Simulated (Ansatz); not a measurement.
hcp Os, treated with LDA (Ansatz, a first-principles code, plane waves, PAW).

Numerical settings: plane-wave cutoff 520 eV, 30×30×16 k mesh (along the axes of the cell as run), Fermi–Dirac smearing 0.072 eV (set by the program), no spin polarisation, scalar-relativistic PAW data made under PBE.

Computed at the level's own relaxed cell.

```
CELL_PARAMETERS angstrom
      2.71622     0.00000     0.00000
     -1.35811     2.35232     0.00000
      0.00000     0.00000     4.28788
ATOMIC_POSITIONS crystal
  Os 0.66667 0.33333 0.75000
  Os 0.33333 0.66667 0.25000
```

Q: Give the elastic tensor (Voigt notation, GPa, ions relaxed, in the Cartesian axes of the cell as printed).

A: 
```
  816.2   252.3   246.5     0.0     0.0     0.0
  252.3   816.2   246.5     0.0     0.0     0.0
  246.5   246.5   917.2     0.0     0.0     0.0
    0.0     0.0     0.0   284.5     0.0     0.0
    0.0     0.0     0.0     0.0   284.5     0.0
    0.0     0.0     0.0     0.0     0.0   281.9
```

Measured, for comparison: elastic constant C11 763 GPa, elastic constant C12 228 GPa, elastic constant C44 269 GPa, elastic constant C33 843 GPa, elastic constant C13 218 GPa (0 K, extrapolated to 0 K (read from the set's bulk modulus against, 405 at 300 K); as tabulated in Liu et al. (2023), arXiv:2002.00005). Computed (rounded) less measured: elastic constant C11 +7 %, elastic constant C12 +11 %, elastic constant C44 +6 %, elastic constant C33 +9 %, elastic constant C13 +13 %.

Spin–orbit coupling is not included.

The computed numbers hold no vibrational or temperature effects.
